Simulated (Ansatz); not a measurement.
Process, species as SMILES: ClC=C → 2 C atom + Cl atom + 3 H atom
B3LYP-D3(BJ)/def2-TZVP geometries, fixed; electronic energies without zero-point terms.

Basis-set convergence of the atomisation energy at B2PLYP with Ansatz (a program for electronic structure). Cartesian d functions, on some or all atoms, in 6-31G*, 6-31G**, 6-311G**; all else is spherical. Cores are frozen. Open shells are unrestricted. No added dispersion term, no relativity. Functions are those of the species that has most. Reference: the value in aug-pcseg-3, 541.68 kcal/mol, itself unsure by roughly 0.49 kcal/mol (its mean distance from aug-cc-pV(Q+d)Z, def2-QZVPPD, pcseg-3). Deviations are taken from unrounded values. Cost is core time over that of def2-TZVPD, rough, on shared machines of one kind; a dash marks a row that isn't timed (too short, read off another run, short of memory, by another algorithm or on other hardware).

```csv
basis,functions,cost
STO-3G,22,-
3-21G,37,-
6-31G,37,-
6-31G*,55,-
6-31G**,64,-
cc-pV(D+d)Z,66,-
6-311G**,81,-
def2-SVPD,91,0.6×
cc-pV(T+d)Z,141,0.7×
def2-TZVPD,147,1×
def2-TZVPPD,176,1×
cc-pV(Q+d)Z,264,3×
def2-QZVPPD,304,4×
```

### Question
Which is the smallest set listed that can be trusted to 2 kcal/mol here, that is, within that of the reference together with its larger relatives (same family, alike in diffuse functions; a set with none to test it counts only in the reference's own line)?

### Answer
Of the sets listed that have larger relatives (same family, alike in diffuse functions), none stays within 2 kcal/mol of the reference together with them. Inside, with no larger relative to test it: cc-pV(Q+d)Z, def2-QZVPPD. Value minus reference: STO-3G 44.41, 3-21G -42.64, 6-31G -42.89, 6-31G* -16.15, 6-31G** -9.48, cc-pV(D+d)Z -18.29, 6-311G** -12.75, def2-SVPD -5.28, cc-pV(T+d)Z -3.88, def2-TZVPD -5.19, def2-TZVPPD -3.07, cc-pV(Q+d)Z -0.81, def2-QZVPPD -0.86 kcal/mol.
